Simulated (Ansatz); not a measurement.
# Si2H5 (doublet): from Hartree-Fock to the top rungs at distance Si1–H5 along a hydrogen transfer = 1.536 Å, cc-pVDZ

One table from this session's results is given with a row withheld; the runs are named, their logs left out.

Program: Ansatz 0.2.0, Gaussian basis. Level of theory: cc-pVDZ, core rule «outside noble gas», up to 10 orbitals frozen. These are calculated values, not measurements.

The runs, in order: UHF; CCSD(T) on ROHF; CCSD(T) on UHF; BCCD(T) on ROHF; CISD; CCSDT(Q) on ROHF; CCSDT(Q) on UHF; CASSCF and MRCISD+Q, 3 electrons in 3 orbitals; CASSCF and NEVPT2, 3 electrons in 3 orbitals.

**What is computed**

The geometry derives from fragments relaxed apart (PBE0/def2-TZVP) and kept rigid, so it is no stationary point. A hydrogen atom is moved between rigid fragments.

7 atoms, charge 0, spin multiplicity 2.

Atoms are counted from 1 here; the program's logs count them from 0.

Bond lengths: Si1–H2 1.485 Å, Si1–H3 1.485 Å, Si1–H4 1.485 Å, Si1–H5 1.536 Å, Si6–H7 1.532 Å. Angles: H2–Si1–H3 109.5°, H2–Si1–H4 109.5°, H2–Si1–H5 109.5°, H3–Si1–H4 109.5°, H3–Si1–H5 109.5°, H4–Si1–H5 109.5°.

Coordinates:

```
Si   -1.5673    0.0244    0.0000
H    -2.0622    1.4241    0.0000
H    -2.0622   -0.6755    1.2122
H    -2.0622   -0.6755   -1.2122
H    -0.0313    0.0244    0.0000
Si    1.7147    0.0244    0.0000
H     2.1111   -1.4552    0.0000
```

Set-up of the first run:

The input, in.yaml:

```yaml
crystal:
  periodic: [false, false, false]
  atoms:
    - {symbol: Si, position_ang: [-1.567308, 0.024363, 0.000000]}
    - {symbol: H, position_ang: [-2.062180, 1.424071, 0.000001]}
    - {symbol: H, position_ang: [-2.062180, -0.675491, 1.212183]}
    - {symbol: H, position_ang: [-2.062180, -0.675491, -1.212182]}
    - {symbol: H, position_ang: [-0.031308, 0.024363, 0.000000]}
    - {symbol: Si, position_ang: [1.714692, 0.024363, -0.000001]}
    - {symbol: H, position_ang: [2.111126, -1.455151, -0.000001]}
basis:
  gaussian: {orbitals: cc-pVDZ}
magnetization: {spin_polarized: true, initial_magnetization: 1}
hamiltonian: {xc: hf}
output: {orbitals: {seedname: orbitals}}
```

Run with:

```console
$ ansatz run in.yaml --threads 1 --pin off --events-out ev --progress --plain --max-ram 2816MiB --backend cpu
```

Among the steps run: UHF; CCSD(T) on ROHF; CCSD(T) on UHF; BCCD(T) on ROHF; CISD; CCSDT(Q) on ROHF; CCSDT(Q) on UHF; CASSCF and MRCISD+Q, 3 electrons in 3 orbitals; CASSCF and NEVPT2, 3 electrons in 3 orbitals.

One table of the session follows, with a row left open; its other results are not shown here.

| method | from UCCSDT(Q) (meV) |
| --- | --- |
| ROHF | +6960.3 |
| UHF | +6839.0 |
| RMP2 | +1609.3 |
| UMP2 | +1629.9 |
| CISD | +862.2 |
| RCCSD | +199.4 |
| UCCSD | +196.5 |
| RCCSD(T) | +42.2 |
| UCCSD(T) | +42.3 |
| BCCD(T) | +41.7 |
| RCCSDT | ? |
| UCCSDT | +5.8 |
| RCCSDT(Q) | +0.4 |
| UCCSDT(Q) | 0 |
| CASSCF pair | +6556.1 |
| NEVPT2 pair | +1603.0 |
| MRCISD pair | +773.8 |
| MRCISD+Q pair | +54.3 |

**Question.** Estimate the row for RCCSDT.

As computed: from UCCSDT(Q) (meV): +6.0. In the column «from UCCSDT(Q) (meV)» it lies between UCCSDT (+5.8) and BCCD(T) (+41.7).

To keep in mind: Restricted and unrestricted rows rest on different reference determinants; where their highest levels disagree by more than a few hundredths of an eV, they describe different states and don't form one ladder.
